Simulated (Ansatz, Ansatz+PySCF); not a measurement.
```yaml
atoms:
  - { symbol: P, position_ang: [0.0000, 0.0000, -1.0211] }
  - { symbol: P, position_ang: [0.0000, 0.0000, 1.0211] }
```

RHF on singlet P2 was run in several spherical basis sets with Ansatz (development build ahead of 0.2.0). Caution for RHF: an unrestricted determinant lies well below; in another basis set an unrestricted determinant lies well below.

Task: Rank the basis sets by the total energy that they give, lowest first, with the distance from the lowest.
A. cc-pVDZ
B. def2-TZVP
C. 6-31G(d)
D. cc-pVTZ
E. def2-SVP

Result: D (0.00 eV), B (0.29 eV), A (0.61 eV), C (1.84 eV), E (6.67 eV).

Totals follow the description of the cores as much as that of the bonds, so this order isn't one of quality for chemistry.
